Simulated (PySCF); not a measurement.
# Nitric acid (HNO₃): spin-spin couplings and electronic excitations at several levels of theory, part 2 of 2

PySCF 2.14.0. Atoms count from 0. The steps go on from the part before.

## (9) Excited states and response: B3LYP/def2-SVPD

The job: settings as JSON, then the geometry in Å.

```
{"job": {"kind": "uv", "xc": "B3LYP", "basis": "def2-SVPD", "ip": true}, "charge": 0, "multiplicity": 1}
O      0.005063     0.754955    -1.033541
N     -0.097889    -0.236582    -0.365050
O     -0.380909    -1.344342    -0.681655
O      0.147807    -0.076995     0.980722
H      0.357793     0.868388     1.064662
```

Method: TDDFT B3LYP/def2-SVPD, vertical, gas phase, core orbitals frozen in the response.

Standard output:

```text
coarse grid: 4944 points
cycle   1  E = -280.3381588491  dE =  1.164e+00  |g| = 1.301e+00  |ddm| = 2.658e+00
cycle   2  E = -279.6300336267  dE =  7.081e-01  |g| = 2.452e+00  |ddm| = 2.703e+00
cycle   3  E = -280.6299695251  dE = -9.999e-01  |g| = 2.405e-01  |ddm| = 1.872e+00
cycle   4  E = -280.6317166449  dE = -1.747e-03  |g| = 2.186e-01  |ddm| = 3.059e-01
cycle   5  E = -280.6402038569  dE = -8.487e-03  |g| = 6.092e-02  |ddm| = 1.791e-01
cycle   6  E = -280.6408826939  dE = -6.788e-04  |g| = 1.444e-02  |ddm| = 4.984e-02
cycle   7  E = -280.6409224861  dE = -3.979e-05  |g| = 2.694e-03  |ddm| = 1.180e-02
cycle   8  E = -280.6409238705  dE = -1.384e-06  |g| = 4.087e-04  |ddm| = 2.037e-03
final grid: 49992 points
cycle   9  E = -280.6979860613  dE = -1.123e-05  |g| = 4.624e-03  |ddm| = 2.628e-02
cycle  10  E = -280.6979748537  dE =  1.121e-05  |g| = 9.278e-03  |ddm| = 9.425e-03
cycle  11  E = -280.6979896922  dE = -1.484e-05  |g| = 4.726e-04  |ddm| = 6.462e-03
cycle  12  E = -280.6979897278  dE = -3.563e-08  |g| = 2.224e-04  |ddm| = 4.710e-04
cycle  13  E = -280.6979897365  dE = -8.686e-09  |g| = 3.713e-05  |ddm| = 1.564e-04
cycle  14  E = -280.6979897367  dE = -1.972e-10  |g| = 1.930e-05  |ddm| = 3.810e-05
converged SCF energy = -280.6979897367

Static polarisability (au): isotropic 25.306, principal 16.298 27.776 31.845

Singlet excitations
state   eV       nm        f      main configurations
  1   4.8652    254.8   0.00001   H->L 1.00
  2   5.9385    208.8   0.00017   H-2->L 0.99
  3   7.3537    168.6   0.06733   H-3->L 0.63, H-1->L 0.21, H->L+1 0.09
  4   7.5231    164.8   0.12584   H-1->L 0.52, H-3->L 0.29, H->L+1 0.11
  5   8.1494    152.1   0.04011   H->L+1 0.79, H-1->L 0.16
  6   8.6172    143.9   0.00081   H-1->L+1 0.98
  7   9.1670    135.3   0.10564   H-2->L+1 0.85, H->L+2 0.10
  8   9.2060    134.7   0.01107   H-3->L+1 0.98
  9   9.3449    132.7   0.04596   H->L+2 0.86, H-2->L+1 0.10
 10   9.5214    130.2   0.00011   H-4->L 0.98

Triplet excitations (Tamm-Dancoff, eV): 4.3438 4.4298 5.4939 6.2047
Vertical ionisation energy (delta-SCF) = 12.5315 eV
Vertical electron affinity (delta-SCF) = -0.2989 eV
```

It took 20 s on 1 thread of Arm Neoverse V2, shared host; peak memory 0.43 GiB.

Key values: HOMO -9.40 eV, LUMO -2.54 eV; lowest singlet 4.87 eV.

## (10) Excited states and response: PBE0/def2-SVPD

The job: settings as JSON, then the geometry in Å.

```
{"job": {"kind": "uv", "xc": "PBE0", "basis": "def2-SVPD", "ip": true}, "charge": 0, "multiplicity": 1}
O      0.005063     0.754955    -1.033541
N     -0.097889    -0.236582    -0.365050
O     -0.380909    -1.344342    -0.681655
O      0.147807    -0.076995     0.980722
H      0.357793     0.868388     1.064662
```

With the program's defaults for keys left out, this is: TDDFT PBE0/def2-SVPD, vertical, gas phase, core orbitals frozen in the response.

Standard output:

```text
coarse grid: 4944 points
cycle   1  E = -280.0801763937  dE =  1.150e+00  |g| = 1.247e+00  |ddm| = 2.693e+00
cycle   2  E = -279.5233369800  dE =  5.568e-01  |g| = 2.241e+00  |ddm| = 2.558e+00
cycle   3  E = -280.3530205053  dE = -8.297e-01  |g| = 1.944e-01  |ddm| = 1.736e+00
cycle   4  E = -280.3545709089  dE = -1.550e-03  |g| = 1.702e-01  |ddm| = 2.472e-01
cycle   5  E = -280.3597889988  dE = -5.218e-03  |g| = 4.348e-02  |ddm| = 1.429e-01
cycle   6  E = -280.3601321517  dE = -3.432e-04  |g| = 1.127e-02  |ddm| = 3.763e-02
cycle   7  E = -280.3601564185  dE = -2.427e-05  |g| = 1.951e-03  |ddm| = 9.243e-03
cycle   8  E = -280.3601571748  dE = -7.564e-07  |g| = 3.330e-04  |ddm| = 1.647e-03
final grid: 49992 points
cycle   9  E = -280.4110310642  dE = -2.610e-06  |g| = 1.119e-02  |ddm| = 3.804e-02
cycle  10  E = -280.4109913152  dE =  3.975e-05  |g| = 1.909e-02  |ddm| = 2.028e-02
cycle  11  E = -280.4110515408  dE = -6.023e-05  |g| = 1.377e-03  |ddm| = 1.334e-02
cycle  12  E = -280.4110518818  dE = -3.411e-07  |g| = 3.601e-04  |ddm| = 1.137e-03
cycle  13  E = -280.4110519049  dE = -2.307e-08  |g| = 8.335e-05  |ddm| = 3.027e-04
cycle  14  E = -280.4110519054  dE = -5.151e-10  |g| = 7.125e-05  |ddm| = 1.082e-04
cycle  15  E = -280.4110519064  dE = -9.856e-10  |g| = 9.926e-06  |ddm| = 5.535e-05
converged SCF energy = -280.4110519064

Static polarisability (au): isotropic 24.955, principal 16.120 27.302 31.443

Singlet excitations
state   eV       nm        f      main configurations
  1   4.9590    250.0   0.00001   H->L 0.99
  2   6.0393    205.3   0.00017   H-2->L 0.99
  3   7.5515    164.2   0.09551   H-3->L 0.48, H-1->L 0.38
  4   7.6965    161.1   0.12599   H-3->L 0.44, H-1->L 0.44
  5   8.4927    146.0   0.02547   H->L+1 0.86, H-1->L 0.09
  6   8.9622    138.3   0.00079   H-1->L+1 0.96
  7   9.5001    130.5   0.01130   H-3->L+1 0.97
  8   9.5094    130.4   0.08911   H-2->L+1 0.68, H->L+2 0.26
  9   9.6788    128.1   0.07294   H->L+2 0.67, H-2->L+1 0.28
 10   9.7598    127.0   0.00007   H-4->L 0.98

Triplet excitations (Tamm-Dancoff, eV): 4.4035 4.4223 5.5611 6.3571
Vertical ionisation energy (delta-SCF) = 12.5210 eV
Vertical electron affinity (delta-SCF) = -0.3824 eV
```

It took 16 s on 1 thread of Arm Neoverse V2, shared host; peak memory 0.43 GiB.

Key values: HOMO -9.68 eV, LUMO -2.20 eV; lowest singlet 4.96 eV.

## (11) Excited states and response: BHandHLYP/def2-SVPD

The job: settings as JSON, then the geometry in Å.

```
{"job": {"kind": "uv", "xc": "BHandHLYP", "basis": "def2-SVPD", "ip": true}, "charge": 0, "multiplicity": 1}
O      0.005063     0.754955    -1.033541
N     -0.097889    -0.236582    -0.365050
O     -0.380909    -1.344342    -0.681655
O      0.147807    -0.076995     0.980722
H      0.357793     0.868388     1.064662
```

With the program's defaults for keys left out, this is: TDDFT BHandHLYP/def2-SVPD, vertical, gas phase, core orbitals frozen in the response.

Standard output:

```text
coarse grid: 4944 points
cycle   1  E = -280.2138394972  dE =  1.183e+00  |g| = 1.245e+00  |ddm| = 2.633e+00
cycle   2  E = -279.9814621189  dE =  2.324e-01  |g| = 1.776e+00  |ddm| = 2.174e+00
cycle   3  E = -280.4944718695  dE = -5.130e-01  |g| = 1.005e-01  |ddm| = 1.348e+00
cycle   4  E = -280.4950092763  dE = -5.374e-04  |g| = 8.925e-02  |ddm| = 1.280e-01
cycle   5  E = -280.4964734755  dE = -1.464e-03  |g| = 1.434e-02  |ddm| = 7.222e-02
cycle   6  E = -280.4965061318  dE = -3.266e-05  |g| = 9.139e-03  |ddm| = 1.776e-02
cycle   7  E = -280.4965242987  dE = -1.817e-05  |g| = 1.420e-03  |ddm| = 7.718e-03
cycle   8  E = -280.4965254340  dE = -1.135e-06  |g| = 3.711e-04  |ddm| = 3.361e-03
final grid: 49992 points
cycle   9  E = -280.5335038924  dE = -5.720e-06  |g| = 1.851e-03  |ddm| = 1.733e-02
cycle  10  E = -280.5335034376  dE =  4.548e-07  |g| = 2.624e-03  |ddm| = 3.373e-03
cycle  11  E = -280.5335046020  dE = -1.164e-06  |g| = 1.088e-04  |ddm| = 1.838e-03
cycle  12  E = -280.5335046067  dE = -4.627e-09  |g| = 1.027e-04  |ddm| = 2.158e-04
cycle  13  E = -280.5335046087  dE = -2.048e-09  |g| = 3.269e-05  |ddm| = 9.367e-05
cycle  14  E = -280.5335046090  dE = -2.462e-10  |g| = 1.360e-05  |ddm| = 3.811e-05
converged SCF energy = -280.5335046090

Static polarisability (au): isotropic 24.263, principal 15.612 26.036 31.141

Singlet excitations
state   eV       nm        f      main configurations
  1   5.1373    241.3   0.00001   H->L 0.97
  2   6.1906    200.3   0.00024   H-2->L 0.97
  3   7.6062    163.0   0.21505   H-1->L 0.91
  4   8.3595    148.3   0.05452   H-3->L 0.91
  5   9.3638    132.4   0.01399   H->L+1 0.86
  6   9.4532    131.2   0.00070   H-1->L+1 0.89
  7   9.9731    124.3   0.00906   H-3->L+1 0.90
  8  10.3155    120.2   0.09282   H-2->L+1 0.73, H->L+2 0.10
  9  10.4003    119.2   0.00005   H-4->L 0.90
 10  10.5801    117.2   0.00135   H-3->L+4 0.39, H-3->L+10 0.18, H-3->L+2 0.15

Triplet excitations (Tamm-Dancoff, eV): 4.1368 4.6304 5.7511 6.9698
Vertical ionisation energy (delta-SCF) = 12.5852 eV
```

It took 13 s on 1 thread of Arm Neoverse V2, shared host; peak memory 0.43 GiB.

In short: HOMO -11.58 eV, LUMO -1.10 eV; lowest singlet 5.14 eV.

## (12) TDDFT and polarisability: CAM-B3LYP/def2-SVPD

The job: settings as JSON, then the geometry in Å.

```
{"job": {"kind": "uv", "xc": "CAM-B3LYP", "basis": "def2-SVPD", "ip": true}, "charge": 0, "multiplicity": 1}
O      0.005063     0.754955    -1.033541
N     -0.097889    -0.236582    -0.365050
O     -0.380909    -1.344342    -0.681655
O      0.147807    -0.076995     0.980722
H      0.357793     0.868388     1.064662
```

With the program's defaults for keys left out, this is: TDDFT CAM-B3LYP/def2-SVPD, vertical, gas phase, core orbitals frozen in the response.

Standard output:

```text
coarse grid: 4944 points
cycle   1  E = -280.2260187547  dE =  1.178e+00  |g| = 1.333e+00  |ddm| = 2.619e+00
cycle   2  E = -279.8576352242  dE =  3.684e-01  |g| = 2.072e+00  |ddm| = 2.393e+00
cycle   3  E = -280.5462146072  dE = -6.886e-01  |g| = 1.315e-01  |ddm| = 1.510e+00
cycle   4  E = -280.5468621279  dE = -6.475e-04  |g| = 1.176e-01  |ddm| = 1.547e-01
cycle   5  E = -280.5493020698  dE = -2.440e-03  |g| = 1.920e-02  |ddm| = 8.723e-02
cycle   6  E = -280.5493532854  dE = -5.122e-05  |g| = 1.088e-02  |ddm| = 1.984e-02
cycle   7  E = -280.5493763147  dE = -2.303e-05  |g| = 1.768e-03  |ddm| = 8.023e-03
cycle   8  E = -280.5493774775  dE = -1.163e-06  |g| = 5.923e-04  |ddm| = 3.137e-03
final grid: 49992 points
cycle   9  E = -280.6072222913  dE = -1.100e-05  |g| = 2.747e-03  |ddm| = 2.151e-02
cycle  10  E = -280.6072206962  dE =  1.595e-06  |g| = 4.289e-03  |ddm| = 4.870e-03
cycle  11  E = -280.6072237398  dE = -3.044e-06  |g| = 1.536e-04  |ddm| = 2.838e-03
cycle  12  E = -280.6072237449  dE = -5.025e-09  |g| = 1.822e-04  |ddm| = 2.884e-04
cycle  13  E = -280.6072237512  dE = -6.369e-09  |g| = 3.387e-05  |ddm| = 1.384e-04
cycle  14  E = -280.6072237515  dE = -2.727e-10  |g| = 2.567e-05  |ddm| = 5.149e-05
converged SCF energy = -280.6072237515

Static polarisability (au): isotropic 25.118, principal 16.225 27.325 31.804

Singlet excitations
state   eV       nm        f      main configurations
  1   4.8979    253.1   0.00001   H->L 0.99
  2   5.9935    206.9   0.00020   H-2->L 0.99
  3   7.4726    165.9   0.16442   H-1->L 0.78, H-3->L 0.09
  4   7.6942    161.1   0.07439   H-3->L 0.83, H-1->L 0.10
  5   8.6133    143.9   0.01858   H->L+1 0.84
  6   9.0421    137.1   0.00015   H-1->L+1 0.85
  7   9.4210    131.6   0.01148   H-3->L+1 0.90
  8   9.6050    129.1   0.06140   H-2->L+1 0.43, H->L+2 0.36, H->L+4 0.10
  9   9.8435    126.0   0.00013   H-4->L 0.97
 10   9.9230    124.9   0.12321   H-2->L+1 0.47, H->L+2 0.22, H->L+4 0.15

Triplet excitations (Tamm-Dancoff, eV): 4.3032 4.3841 5.5540 6.4591
Vertical ionisation energy (delta-SCF) = 12.7547 eV
Vertical electron affinity (delta-SCF) = -0.1363 eV
```

Wall time 18 s (1 thread of Arm Neoverse V2, shared host); peak memory 0.43 GiB.

In short: HOMO -11.24 eV, LUMO -1.08 eV; lowest singlet 4.90 eV.

## (13) Ultraviolet spectrum: wB97X-D/def2-SVPD

The job: settings as JSON, then the geometry in Å.

```
{"job": {"kind": "uv", "xc": "wB97X-D", "basis": "def2-SVPD", "ip": true}, "charge": 0, "multiplicity": 1}
O      0.005063     0.754955    -1.033541
N     -0.097889    -0.236582    -0.365050
O     -0.380909    -1.344342    -0.681655
O      0.147807    -0.076995     0.980722
H      0.357793     0.868388     1.064662
```

Level: TDDFT wB97X-D/def2-SVPD, vertical, gas phase, core orbitals frozen in the response.

Standard output:

```text
coarse grid: 4944 points
cycle   1  E = -280.2303162379  dE =  1.162e+00  |g| = 1.328e+00  |ddm| = 2.633e+00
cycle   2  E = -279.9731730270  dE =  2.571e-01  |g| = 1.906e+00  |ddm| = 2.319e+00
cycle   3  E = -280.5532106081  dE = -5.800e-01  |g| = 1.113e-01  |ddm| = 1.422e+00
cycle   4  E = -280.5539814256  dE = -7.708e-04  |g| = 9.315e-02  |ddm| = 1.335e-01
cycle   5  E = -280.5555010519  dE = -1.520e-03  |g| = 1.571e-02  |ddm| = 7.225e-02
cycle   6  E = -280.5555367287  dE = -3.568e-05  |g| = 1.015e-02  |ddm| = 1.883e-02
cycle   7  E = -280.5555570769  dE = -2.035e-05  |g| = 2.129e-03  |ddm| = 8.223e-03
cycle   8  E = -280.5555587846  dE = -1.708e-06  |g| = 5.423e-04  |ddm| = 4.114e-03
final grid: 49992 points
cycle   9  E = -280.6053135213  dE = -3.261e-05  |g| = 3.505e-03  |ddm| = 4.488e-02
cycle  10  E = -280.6053131297  dE =  3.916e-07  |g| = 4.420e-03  |ddm| = 7.214e-03
cycle  11  E = -280.6053165157  dE = -3.386e-06  |g| = 4.859e-04  |ddm| = 3.074e-03
cycle  12  E = -280.6053165776  dE = -6.183e-08  |g| = 2.573e-04  |ddm| = 8.464e-04
cycle  13  E = -280.6053165928  dE = -1.525e-08  |g| = 1.234e-04  |ddm| = 3.695e-04
cycle  14  E = -280.6053165960  dE = -3.214e-09  |g| = 3.393e-05  |ddm| = 1.134e-04
cycle  15  E = -280.6053165965  dE = -4.472e-10  |g| = 1.925e-05  |ddm| = 6.132e-05
converged SCF energy = -280.6053165965

Static polarisability (au): isotropic 25.050, principal 16.288 27.259 31.602

Singlet excitations
state   eV       nm        f      main configurations
  1   4.9415    250.9   0.00001   H->L 0.99
  2   6.0269    205.7   0.00019   H-2->L 0.99
  3   7.5711    163.8   0.15201   H-1->L 0.69, H-3->L 0.19
  4   7.7311    160.4   0.09368   H-3->L 0.74, H-1->L 0.19
  5   8.9130    139.1   0.01766   H->L+1 0.83
  6   9.3662    132.4   0.00011   H-1->L+1 0.80
  7   9.7100    127.7   0.01139   H-3->L+1 0.84
  8   9.7673    126.9   0.04504   H->L+2 0.60, H-2->L+1 0.18, H->L+4 0.13
  9   9.8689    125.6   0.00001   H-4->L 0.94
 10  10.1798    121.8   0.16810   H-2->L+1 0.71, H->L+2 0.10

Triplet excitations (Tamm-Dancoff, eV): 4.4504 4.4554 5.6122 6.4913
Vertical ionisation energy (delta-SCF) = 12.6575 eV
Vertical electron affinity (delta-SCF) = -0.3416 eV
```

Wall time 17 s (1 thread of Arm Neoverse V2, shared host); peak memory 0.43 GiB.

Key values: HOMO -11.66 eV, LUMO -0.36 eV; lowest singlet 4.94 eV.

## (14) TDDFT and polarisability: LC-wPBE/def2-SVPD

The job: settings as JSON, then the geometry in Å.

```
{"job": {"kind": "uv", "xc": "LC-wPBE", "basis": "def2-SVPD", "ip": true}, "charge": 0, "multiplicity": 1}
O      0.005063     0.754955    -1.033541
N     -0.097889    -0.236582    -0.365050
O     -0.380909    -1.344342    -0.681655
O      0.147807    -0.076995     0.980722
H      0.357793     0.868388     1.064662
```

Level: TDDFT LC-wPBE/def2-SVPD, vertical, gas phase, core orbitals frozen in the response.

Standard output:

```text
coarse grid: 4944 points
cycle   1  E = -280.1279993474  dE =  1.184e+00  |g| = 1.384e+00  |ddm| = 2.629e+00
cycle   2  E = -279.9396729073  dE =  1.883e-01  |g| = 1.855e+00  |ddm| = 2.265e+00
cycle   3  E = -280.4764531123  dE = -5.368e-01  |g| = 9.637e-02  |ddm| = 1.356e+00
cycle   4  E = -280.4772070004  dE = -7.539e-04  |g| = 7.757e-02  |ddm| = 1.122e-01
cycle   5  E = -280.4782587331  dE = -1.052e-03  |g| = 1.287e-02  |ddm| = 5.962e-02
cycle   6  E = -280.4782944398  dE = -3.571e-05  |g| = 8.139e-03  |ddm| = 1.806e-02
cycle   7  E = -280.4783099656  dE = -1.553e-05  |g| = 2.178e-03  |ddm| = 7.240e-03
cycle   8  E = -280.4783126964  dE = -2.731e-06  |g| = 3.685e-04  |ddm| = 5.298e-03
final grid: 49992 points
cycle   9  E = -280.5384678711  dE = -1.284e-05  |g| = 4.982e-03  |ddm| = 2.923e-02
cycle  10  E = -280.5384656502  dE =  2.221e-06  |g| = 6.437e-03  |ddm| = 7.363e-03
cycle  11  E = -280.5384724112  dE = -6.761e-06  |g| = 2.824e-04  |ddm| = 4.303e-03
cycle  12  E = -280.5384724482  dE = -3.702e-08  |g| = 2.556e-04  |ddm| = 5.267e-04
cycle  13  E = -280.5384724652  dE = -1.692e-08  |g| = 4.562e-05  |ddm| = 2.634e-04
cycle  14  E = -280.5384724671  dE = -1.962e-09  |g| = 2.008e-05  |ddm| = 1.284e-04
cycle  15  E = -280.5384724674  dE = -2.284e-10  |g| = 6.735e-06  |ddm| = 4.676e-05
converged SCF energy = -280.5384724674

Static polarisability (au): isotropic 24.876, principal 16.122 26.890 31.614

Singlet excitations
state   eV       nm        f      main configurations
  1   4.8937    253.4   0.00001   H->L 0.98
  2   6.0075    206.4   0.00021   H-2->L 0.98
  3   7.5119    165.1   0.18752   H-1->L 0.87
  4   7.8079    158.8   0.07063   H-3->L 0.89
  5   9.1751    135.1   0.01783   H->L+1 0.73, H->L+3 0.12
  6   9.6087    129.0   0.00024   H-1->L+1 0.56, H-3->L+1 0.19, H-1->L+3 0.12
  7   9.8335    126.1   0.01044   H-3->L+1 0.66, H-1->L+1 0.09
  8   9.9461    124.7   0.04587   H->L+4 0.34, H->L+3 0.18, H-2->L+1 0.15
  9  10.0454    123.4   0.00000   H-4->L 0.94
 10  10.4620    118.5   0.00039   H-3->L+4 0.41, H-3->L+10 0.16, H-3->L+2 0.10

Triplet excitations (Tamm-Dancoff, eV): 4.2583 4.3573 5.5455 6.5704
Vertical ionisation energy (delta-SCF) = 13.0498 eV
```

Run time: 26 s. Hardware: 1 thread of Arm Neoverse V2, shared host; peak memory 0.43 GiB.

Key values: HOMO -12.55 eV, LUMO 0.20 eV; lowest singlet 4.89 eV.

## (15) Side by side: spin-spin couplings

Couplings (Hz), each a mean over the pairs like the one named, with basis size and wall time:

| run | O3–H4 | O0–N1 | N1–O3 | O0–O3 | O0–O2 | O0–H4 | N1–H4 | functions | time |
| --- | --- | --- | --- | --- | --- | --- | --- | --- | --- |
| B3LYP/def2-TZVP | -57.9 | -49.5 | -35.6 | -7.0 | -4.9 | 1.8 | 1.5 | 130 | 5 s |
| B3LYP/cc-pVTZ | -47.0 | -37.8 | -32.1 | -8.8 | -5.2 | 2.1 | 0.8 | 134 | 5.1 s |
| B3LYP/6-31G* | -64.9 | -28.5 | -22.4 | -4.4 | -1.4 | 2.0 | 0.9 | 58 | 2 s |

## (16) Side by side: electronic excitations

Excitations and ground-state properties, with basis size and wall time:

| run | lowest singlet (eV) | brightest (eV) | f | gap (eV) | α (Å³) | μ (D) | functions | time |
| --- | --- | --- | --- | --- | --- | --- | --- | --- |
| HF/def2-SVPD | 5.71 | 7.67 | 0.272 | 15.81 | 3.46 | 2.71 | 97 | 2 s |
| LDA/def2-SVPD | 4.72 | 8.61 | 0.104 | 4.48 | 3.86 | 2.41 | 97 | 14 s |
| PBE/def2-SVPD | 4.76 | 7.70 | 0.113 | 4.55 | 3.87 | 2.35 | 97 | 29 s |
| B3LYP/def2-SVPD | 4.87 | 7.52 | 0.126 | 6.86 | 3.75 | 2.43 | 97 | 20 s |
| PBE0/def2-SVPD | 4.96 | 7.70 | 0.126 | 7.48 | 3.70 | 2.44 | 97 | 16 s |
| BHandHLYP/def2-SVPD | 5.14 | 7.61 | 0.215 | 10.48 | 3.60 | 2.54 | 97 | 13 s |
| CAM-B3LYP/def2-SVPD | 4.90 | 7.47 | 0.164 | 10.15 | 3.72 | 2.47 | 97 | 18 s |
| wB97X-D/def2-SVPD | 4.94 | 10.18 | 0.168 | 11.30 | 3.71 | 2.46 | 97 | 17 s |
| LC-wPBE/def2-SVPD | 4.89 | 7.51 | 0.188 | 12.75 | 3.69 | 2.47 | 97 | 26 s |

Measured dipole: 2.17 D (gas; NIST CCCBDB Release 22 (SRD 101), experimental dipoles).

## (17) Outcome

The summary covers parts 1 to 2.

```
                                       quantity                        value
                                    point group                           Cs
           rotational constants (main isotopes)       13.31, 12.47, 6.44 GHz
largest coupling of the table (B3LYP/def2-TZVP)      ¹J(O,H) O3–H4, -57.9 Hz
                  lowest singlet (HF/def2-SVPD)  5.71 eV (217 nm), f = 0.000
       brightest single state of those computed  state 3, 7.67 eV, f = 0.272
                                 lowest triplet                      3.86 eV
        range of J(O3,H4), mean over like pairs            -64.9 to -47.0 Hz
                    range of the lowest singlet              4.72 to 5.71 eV
```

Single values in the summary come from the first run of each kind that ended normally (B3LYP/def2-TZVP; HF/def2-SVPD), which need not be the best level. Over 8 steps the energy fell by 0.160 eV; of the close pairs, N1–O3 changed most, 1.422 to 1.377 Å. No frequency check was run at this level, so the end point may be a saddle. Of the pairs tabulated at B3LYP/def2-TZVP, O3–H4 couples most strongly (-57.9 Hz; Fermi contact -51.2 Hz). The lowest singlet, at 5.71 eV, is HOMO−1→LUMO 0.82, HOMO−2→LUMO 0.08 and is dark; of the 10 states computed, the strongest absorption comes from state 3 at 7.67 eV. The lowest triplet lies 1.85 eV below the lowest singlet (triplets in Tamm-Dancoff, singlets in full TDDFT). The dipole moment, 2.71 D, compares with 2.17 D measured. The coupling O3–H4, as a mean over pairs of its kind, runs from -64.9 Hz (B3LYP/6-31G*) to -47.0 Hz (B3LYP/cc-pVTZ). For the measured dipole, PBE/def2-SVPD misses least (0.18 D, 29 s) and HF/def2-SVPD most (0.54 D, 2 s). Couplings from bases without tight functions are rough. One molecule ranks no method: errors cancel, and vibration and temperature are missing from all runs.
